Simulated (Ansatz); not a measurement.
Results of HSE06 (PAW; Ansatz, a quantum-chemistry and plane-wave program) for bcc Li.

Numerical settings: plane-wave cutoff 460 eV, 14×14×14 k mesh, Fermi–Dirac smearing 0.05 eV, scalar-relativistic PAW data made under PBE.

The volume scan:

```
V (Å³/atom)  E − E_lowest (meV/atom)  P (GPa)
-----------  -----------------------  -------
19.883                          1.63    0.619
20.242                          0.55    0.352
20.687                          0.00    0.047
21.280                          0.52   -0.318
21.799                          2.01   -0.603
```

Task: Estimate the bulk modulus from the pressures at 20.242 and 21.280 Å³/atom, and compare it with a fit to all energies.

Result: B = −V dP/dV. Between V = 20.242 and 21.280 Å³/atom, dP/dV = (-0.318 − (0.352))/(21.280 − 20.242) = -0.645 GPa per Å³/atom; at the midpoint 20.761 Å³/atom this gives B ≈ 13.4 GPa. The third-order Birch–Murnaghan fit gives V0 = 20.759 Å³/atom, B0 = 13.4 GPa, B′ = 3.3, which lies within 1 % of that estimate.

Measured, for comparison: bulk modulus 13.8 GPa (corrected for temperature and zero-point phonon effects, our sources range from 13.1 to 13.9; as tabulated in Levämäki et al. (2014), arXiv:1402.3671); equilibrium volume per atom 20.51 Å³/atom (low-temperature or extrapolated to 0 K; zero-point anharmonic expansion removed; as tabulated in Csonka et al. (2009), arXiv:0903.4037). Computed (rounded) less measured: bulk modulus -3 % (inside the range of the sources held), equilibrium volume per atom +1.2 %.

Computed values are for the static lattice.
